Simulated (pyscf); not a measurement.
# Four-centre exchange: boron trifluoride (F–B(F)–F) + hydrogen chloride (HCl) → hydrogen fluoride (HF) + F–B(F)–Cl

Gas phase, singlet surface, charge 0. Bonds broken: F1–B2, Cl5–H6. Bonds formed: F1–H6, B2–Cl5. Single points on ωB97X-D3(BJ)/def2-SVP structures (PySCF, gas phase). MP2 and CC: frozen core, UHF for open shells. ΔMP2 is the change of the MP2 total energy from the triple- to the quadruple-zeta basis.

Transition state (Å):

```xyz
6

F     -0.2163     0.5431     0.7926
B     -1.3235    -0.2288     0.0412
F     -1.2316    -1.5276     0.2833
F     -2.4825     0.4043     0.1414
Cl    -0.3705     0.2611    -1.6736
H      0.1794     0.7201    -0.2847
```

One imaginary mode, 969i cm⁻¹; descent along it reached the two sides named.

```csv
bond,change,reactant side (Å),saddle,product side
F1–B2,breaks,1.324,1.545,2.284
Cl5–H6,breaks,1.285,1.563,2.595
F1–H6,forms,2.6,1.161,0.929
B2–Cl5,forms,2.9,2.022,1.773
```

Electronic energies relative to the separated reactants (kcal/mol):

| level | barrier | reaction energy | reverse barrier |
|---|---|---|---|
| ωB97X-D3(BJ)/def2-TZVP | 27.6 | +15.0 | 12.6 |
| PBE/def2-TZVP | 21.9 | +14.6 | 7.3 |
| r²SCAN/def2-TZVP | 23.5 | +16.1 | 7.4 |
| B3LYP-D3(BJ)/def2-TZVP | 28.7 | +16.5 | 12.2 |
| PBE0-D3(BJ)/def2-TZVP | 24.6 | +15.0 | 9.7 |
| M06-2X/def2-TZVP | 27.6 | +17.1 | 10.5 |
| ωB97M-D3(BJ)/def2-TZVP | 27.8 | +16.1 | 11.7 |
| HF/def2-TZVP | 48.2 | +20.3 | 27.9 |
| MP2/def2-QZVPP | 28.0 | +14.0 | 14.0 |
| CCSD/def2-TZVPP | 33.5 | +16.6 | 17.0 |
| CCSD(T)/def2-TZVPP | 30.3 | +15.8 | 14.5 |
| CCSD(T)/def2-TZVPP + ΔMP2(QZVPP) | 30.2 | +15.3 | 15.0 |

With CCSD(T)/def2-TZVPP + ΔMP2(QZVPP) energies and thermal terms (ideal gas, 1 atm, RRHO with modes under 100 cm⁻¹ raised to 100, one conformer, R ln 2 for chiral ones without a mode under 150 cm⁻¹), in kcal/mol:

```tsv
T (K)	ΔH‡	ΔG‡	ΔH	ΔG
298	29.0	38.8	+16.0	+15.4
600	29.1	48.7	+16.2	+14.8
900	29.5	58.4	+16.3	+14.0
1200	30.0	67.9	+16.3	+13.2
```

This is the saddle that the search found; another between the same sides may lie lower. The CCSD(T) − MP2 part came from Ansatz, without density fitting, on the same reference.
